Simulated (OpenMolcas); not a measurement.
# HBS (hydrogen boron sulfide): OLYP/ANO-R2 (DKH3), part 2 of 2

OpenMolcas 26.06.

## 3. The doublet cation, same level

mol.xyz reads:

```xyz
3

B     -0.038660    -0.014560     0.134750
S      0.399170     0.147640    -1.393290
H     -0.360510    -0.133080     1.258530
```

job.input reads:

```
* BHS Kohn-Sham DFT

&GATEWAY
 Coord = mol.xyz
 Basis = ANO-R2
 Group = NoSym

&SEWARD
 Relativistic = R03O02
 Expert

&SCF
 UHF
 Charge = 1
 Spin = 2
 KSDFT = OLYP
 PrOrbitals = 1 1

&ALASKA
```

Launch:

```
$ export MOLCAS_MEM=1860
$ pymolcas job.input > job.log
```

The log of the run:

```text
--- Start Module: gateway ---

                                              &GATEWAY

                       available to each process: 1.9 GB of memory, 1 thread

++    Symmetry information:
      ---------------------

                    Character Table for C1

                             E
                    a        1  x, y, xy, Rz, z, xz, Ry, yz, Rx, I
--

++    Basis set information:
      ----------------------

      Basis set label: B.ANO-R...4S4P2D1F.

      Electronic valence basis set:
      ------------------
      Associated Effective Charge   5.000000 au
      Associated Actual Charge      5.000000 au
      Nuclear Model: Finite nucleus - Gaussian distribution
        Gaussian exponent, Xi/bohr**(-2):  7.11787E+08

      Shell  nPrim  nBasis  Cartesian Spherical Contaminant
         s      12       4        X
         p       7       4        X
         d       3       2                 X
         f       2       1                 X

      Basis set label: S.ANO-R...5S4P3D1F.

      Electronic valence basis set:
      ------------------
      Associated Effective Charge  16.000000 au
      Associated Actual Charge     16.000000 au
      Nuclear Model: Finite nucleus - Gaussian distribution
        Gaussian exponent, Xi/bohr**(-2):  4.04080E+08

      Shell  nPrim  nBasis  Cartesian Spherical Contaminant
         s      17       5        X
         p      11       4        X
         d       7       3                 X
         f       5       1                 X

      Basis set label: H.ANO-R...3S2P1D.

      Electronic valence basis set:
      ------------------
      Associated Effective Charge   1.000000 au
      Associated Actual Charge      1.000000 au
      Nuclear Model: Finite nucleus - Gaussian distribution
        Gaussian exponent, Xi/bohr**(-2):  2.12482E+09

      Shell  nPrim  nBasis  Cartesian Spherical Contaminant
         s       7       3        X
         p       4       2        X
         d       2       1                 X
--

++    Molecular structure info:
      -------------------------

                    ************************************************
                    **** Cartesian Coordinates / bohr, angstrom ****
                    ************************************************

     Center  Label                x              y              z                     x              y              z
        1      B1              -0.073057      -0.027514       0.254641             -0.038660      -0.014560       0.134750
        2      S2               0.754322       0.278999      -2.632937              0.399170       0.147640      -1.393290
        3      H3              -0.681265      -0.251485       2.378277             -0.360510      -0.133080       1.258530

                    ***************************************
                    *    InterNuclear Distances / bohr    *
                    ***************************************

               1 B1            2 S2            3 H3
    1 B1       0.000000
    2 S2       3.019372        0.000000
    3 H3       2.220340        5.239712        0.000000

                    *******************************************
                    *    InterNuclear Distances / angstrom    *
                    *******************************************

               1 B1            2 S2            3 H3
    1 B1       0.000000
    2 S2       1.597783        0.000000
    3 H3       1.174954        2.772736        0.000000
--

            Nuclear Potential Energy             31.80108482 au

--- Stop Module: gateway /rc=_RC_ALL_IS_WELL_ ---

--- Start Module: seward ---

                                              &SEWARD

                       available to each process: 1.9 GB of memory, 1 thread

 ###############################################################################
 ###    WARNING:  EXPERT option is ON!                                       ###
 ###############################################################################
               SEWARD will generate:
                  Multipole Moment integrals up to order  2
                  Kinetic Energy integrals
                  Nuclear Attraction integrals (finite nuclei - Gaussian type)
                  One-Electron Hamiltonian integrals
                  Velocity integrals
                  Relativistic Douglas-Kroll-Hess integrals:
                    - Parametrization         : OPT
                    - DKH order of Hamiltonian: 3
                    - DKH order of Properties : 2
                         - multipole moment operators
                         - electric potential operators
                         - contact operators
                  Orbital angular momentum around (  0.5144   0.1901  -1.7954 )
                  Velocity quadrupole around (  0.5144   0.1901  -1.7954 )
                  Atomic mean-field integrals
                  Two-Electron Repulsion integrals

                   Integrals are discarded if absolute value <: 1.00E-14
                   Integral cutoff threshold is set to       <: 1.00E-16

            Nuclear Potential Energy             31.80108482 au

      Basis set specifications :
      Symmetry species         a
      Basis functions           86

--- Stop Module: seward /rc=_RC_ALL_IS_WELL_ ---
--- Module seward spent 4 seconds ---

--- Start Module: scf ---

                                                &SCF

                       available to each process: 1.9 GB of memory, 1 thread

++    Input section:
      --------------

      Header of the integral files:

[... 8 lines left out ...]
      Nuclear repulsion energy =   31.80108482
[... 66 lines left out ...]
++ Convergence information
                               UHF OLYP       iterations: Energy and convergence statistics
[... 21 lines left out ...]
       Convergence after  22 Iterations
[... 3 lines left out ...]
 *                                             SCF/KS-DFT Program, Final results                                             *
 *                                                       Final Results                                                       *
[... 95 lines left out ...]
      Total        0.0758   0.6492   0.2750
--

++    Natural Bond Order analysis
      ---------------------------
      Based on LoProp computed density
      -------------------------------------------------------------------------------------
      Atom A       Atom B       Bond Order
        B1           H3             0.778
      -------------------------------------------------------------------------------------
      NBO located      1.556 electrons involved in    1 bonds.
      NBO located      0.989 non-bonded electrons on atom B1
      NBO located      0.917 non-bonded electrons on atom S2
      NBO located      1.013 non-bonded electrons on atom S2
      NBO located      0.995 non-bonded electrons on atom S2
      NBO located      1.000 non-bonded electrons on atom S2
      NBO located      0.999 non-bonded electrons on atom S2
      NBO located      0.998 non-bonded electrons on atom S2
      The remaining    2.909 electrons are to be considered as diffuse
--

++    Molecular orbitals:
      -------------------

      Title: Natural orbitals

      Molecular orbitals for symmetry species 1: a

          Orbital            1         2         3         4         5         6         7         8         9        10
          Energy          -88.6529   -8.0859   -6.8995   -6.0666   -6.0567   -6.0692   -0.6591   -0.7827   -0.5685   -0.8974
          Occ. No.          2.0000    2.0000    2.0000    2.0000    2.0000    2.0000    1.9999    1.9998    1.9996    1.9987

          Orbital           11        12        13        14        15        16        17        18        19        20
          Energy           -0.5773    0.0142    0.1227    0.6348    0.2676    2.7436    2.4843    3.5856    3.8892    1.2801
          Occ. No.          1.0000    0.0013    0.0004    0.0002    0.0001    0.0000    0.0000    0.0000    0.0000    0.0000

          Orbital           21        22        23        24        25        26        27        28        29        30
          Energy            0.0245    8.2022    1.2750   -0.0802   -0.0292    0.1019   -0.0301    0.3317    0.2166   -0.0437
          Occ. No.          0.0000    0.0000    0.0000    0.0000    0.0000    0.0000    0.0000    0.0000    0.0000    0.0000

          Orbital           31        32        33        34        35        36        37        38        39        40
          Energy            0.0663    0.6664    0.3359    1.3966    0.3771    0.4123    0.1665    0.3002    1.1956    0.3378
          Occ. No.          0.0000    0.0000    0.0000    0.0000    0.0000    0.0000    0.0000    0.0000    0.0000    0.0000

          Orbital           41        42        43        44        45        46        47        48        49        50
          Energy            0.6965    0.5200    0.8485    3.4927    0.8078    5.7910    0.9321    0.6655    3.8604    0.7193
          Occ. No.          0.0000    0.0000    0.0000    0.0000    0.0000    0.0000    0.0000    0.0000    0.0000    0.0000

          Orbital           51        52        53        54        55        56        57        58        59        60
          Energy            1.7482    1.8011    8.5539    1.3132    2.7815    1.3297    1.2607    4.4332    3.1839    2.3675
          Occ. No.          0.0000    0.0000    0.0000    0.0000    0.0000    0.0000    0.0000    0.0000    0.0000    0.0000

          Orbital           61        62        63        64        65        66        67        68        69        70
          Energy            0.9654    3.1328    1.7961    2.4914    2.7072    3.2063    1.2294    3.5602    1.6323    1.5951
          Occ. No.          0.0000    0.0000    0.0000    0.0000    0.0000    0.0000    0.0000    0.0000    0.0000    0.0000

          Orbital           71        72        73        74        75        76        77        78        79        80
          Energy            3.3566    1.4992    1.3256    2.5706    2.3929    0.9844    2.1183   11.5696    2.0845    1.1571
          Occ. No.          0.0000    0.0000    0.0000    0.0000    0.0000    0.0000    0.0000    0.0000    0.0000    0.0000

          Orbital           81
          Energy           10.7872
          Occ. No.          0.0000

--

++    Molecular properties:
      ---------------------

      Charge (e):
                      =    1.0000
      Dipole Moment (debye):
      Origin of the operator (angstrom)=    0.2722    0.1006   -0.9501
                   X= -5.7821E-01               Y= -2.1456E-01               Z=  2.0177E+00           Total=  2.1099E+00
      Center of Charge (angstrom)
                     X=    0.15180737               Y=    0.05594346               Z=   -0.53002976
      Quadrupole Moment (debye*angstrom):
      Origin of the operator (angstrom)=    0.2722    0.1006   -0.9501
                  XX= -1.5816E+01              XY=  5.3495E-01              XZ= -1.9348E+00              YY= -1.4218E+01
                  YZ= -4.1480E-01              ZZ= -9.4639E+00
      In traceless form (debye*angstrom)
                  XX= -3.9751E+00              XY=  8.0242E-01              XZ= -2.9022E+00              YY= -1.5782E+00
                  YZ= -6.2220E-01              ZZ=  5.5533E+00
--

--- Stop Module: scf /rc=_RC_ALL_IS_WELL_ ---
--- Module scf spent 12 seconds ---

--- Start Module: alaska ---

                                              &ALASKA

                       available to each process: 1.9 GB of memory, 1 thread

                     Threshold for contributions to the gradient: 1.000E-07

                    ********************************************
                    * Symmetry Adapted Cartesian Displacements *
                    ********************************************

           Irreducible representation : a
           Basis function(s) of irrep: x, y, xy, Rz, z, xz, Ry, yz, Rx, I

 Basis Label        Type   Center Phase
   1   B1           x         1     1
   2   B1           y         1     1
   3   B1           z         1     1
   4   S2           x         2     1
   5   S2           y         2     1
   6   S2           z         2     1
   7   H3           x         3     1
   8   H3           y         3     1
   9   H3           z         3     1

                     No automatic utilization of translational and rotational invariance of the energy is employed.

 Rotational correction to the DFT gradient is turned off due to close-to-degeneracy problems!

 DFT contribution computed for a moving grid.

 Conventional ERI gradients!

 **************************************************
 *              Molecular gradients               *
 **************************************************

  Irreducible representation: a
 ------------------------------------------------------------------------------------------
                              X                       Y                       Z
 ------------------------------------------------------------------------------------------
  B1                2.20144557610564E-02    8.13100044170478E-03   -7.68487916771665E-02
  S2               -2.24696279451098E-02   -8.31339272620513E-03    7.84274458432606E-02
  H3                4.55172184045061E-04    1.82392284502883E-04   -1.57865416608094E-03
 ------------------------------------------------------------------------------------------

--- Stop Module: alaska /rc=_RC_ALL_IS_WELL_ ---
--- Module alaska spent 10 seconds ---

.##################.
.# Happy landing! #.
.##################.

    Timing: Wall=27.78 User=25.50 System=2.26
```

Wall time 28 s (1 thread of Arm Neoverse V1, shared host); peak memory 0.5 GiB.

## 4. Summary of results

This closing draws on all 2 parts.

At OLYP/ANO-R2 (DKH3):

| quantity | value |
| --- | --- |
| singlet HBS: total energy | -424.78065 Eh |
| singlet HBS: dipole moment | 1.21 D |
| singlet HBS: HOMO energy | -7.23 eV |
| singlet HBS: LUMO energy | -1.89 eV |
| singlet HBS: HOMO–LUMO gap | 5.34 eV |
| singlet HBS: largest force on an atom | 0.515 eV/Å |
| doublet cation: total energy | -424.37470 Eh |
| doublet cation: HOMO energy (highest over α and β) | -15.27 eV |
| doublet cation: LUMO energy (lowest over α and β) | -14.82 eV |
| doublet cation: ⟨S²⟩ | 0.754 |
| doublet cation: largest force on an atom | 4.217 eV/Å |
| vertical ionisation energy (to the doublet cation) | 11.046 eV |

The vertical ionisation energy comes to 11.05 eV (255 kcal/mol). The largest force (singlet HBS) is 0.52 eV/Å: the shape isn't a stationary point for this species at this level. The negative HOMO energy of the first species, 7.23 eV, lies 3.82 eV below that difference. Mulliken charges (singlet HBS) run from -0.09 on B1 to +0.15 on H3; they depend strongly on the basis. At OLYP/ANO-R2: The measured dipole moment is 1.30 D (NIST CCCBDB); the computed value is 0.09 D (7 %) too low. Mulliken charges (doublet cation) run from +0.25 on H3 to +0.48 on S2.
